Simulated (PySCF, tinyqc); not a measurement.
Worked calculation: harmonic frequencies on the RHF/sto-3g surface (energies and gradients from PySCF), for CH2, spin multiplicity 1. The lowest restricted solution is unstable here: a spin-polarised one lies 0.0253 hartree lower (PySCF). One step of it, computed by the program tinyqc.

Question. Normal modes. Diagonalise H_ij / sqrt(m_i m_j); the 6 smallest eigenvalues belong to translations and rotations; wavenumber = sqrt(eigenvalue / 1822.888) x 219474.63; each mode has its largest component positive (the first on a tie); zero-point energy = sum of wavenumbers / 2, with 349.755 1/cm per kcal/mol.

Hessian (symmetrised) (hartree/bohr^2):
```
             1Cx          1Cy          1Cz          2Hx          2Hy          2Hz          3Hx          3Hy
1Cx   0.00138082   0.01496822   0.01944872  -0.00117154  -0.01440881  -0.01546075  -0.00020828  -0.00055941
1Cy   0.01496822   0.50949271  -0.00381277  -0.01784991  -0.26592439  -0.20965685   0.00288168  -0.24356877
1Cz   0.01944872  -0.00381277   0.41245414  -0.01330357  -0.13710300  -0.19455747  -0.00614532   0.14091581
2Hx  -0.00117154  -0.01784991  -0.01330357   0.00115979   0.01700662   0.01362954   0.00001125   0.00084329
2Hy  -0.01440881  -0.26592439  -0.13710300   0.01700662   0.29788183   0.17184098  -0.00259783  -0.03195723
2Hz  -0.01546075  -0.20965685  -0.19455747   0.01362954   0.17184098   0.17965292   0.00183130   0.03781577
3Hx  -0.00020828   0.00288168  -0.00614532   0.00001125  -0.00259783   0.00183130   0.00019653  -0.00028384
3Hy  -0.00055941  -0.24356877   0.14091581   0.00084329  -0.03195723   0.03781577  -0.00028384   0.27552626
3Hz  -0.00398799   0.21346952  -0.21789893  -0.00032598  -0.03473832   0.01490565   0.00431405  -0.17873113

             3Hz
1Cx  -0.00398799
1Cy   0.21346952
1Cz  -0.21789893
2Hx  -0.00032598
2Hy  -0.03473832
2Hz   0.01490565
3Hx   0.00431405
3Hy  -0.17873113
3Hz   0.20299444
```

masses (u): 1C 12.000000, 2H 1.007825, 3H 1.007825

Give: eigenvalues of the mass-weighted Hessian; harmonic wavenumbers of the vibrations; mass-weighted modes; zero-point energy.

Answer.

eigenvalues of the mass-weighted Hessian (hartree/(bohr^2 u)): [0.0000, 0.0000, 0.0000, 0.0000, 0.0000, 0.0000, 0.1235, 0.4326, 0.4708]

harmonic wavenumbers of the vibrations (1/cm): [1806.2, 3381.1, 3527.3]

mass-weighted modes, order 1Cx, 1Cy, 1Cz, 2Hx, 2Hy, 2Hz, 3Hx, 3Hy, 3Hz:
$$\begin{pmatrix}
-0.0145 & -0.0112 & -0.0084 \\
-0.0095 & -0.0075 & -0.3002 \\
-0.2992 & -0.2319 & 0.0101 \\
0.0128 & 0.0351 & 0.0354 \\
-0.4163 & 0.5714 & 0.5313 \\
0.5307 & 0.3818 & 0.4133 \\
0.0372 & 0.0036 & -0.0063 \\
0.4492 & -0.5454 & 0.5044 \\
0.5019 & 0.4185 & -0.4482
\end{pmatrix}$$

zero-point energy = 12.4582 kcal/mol
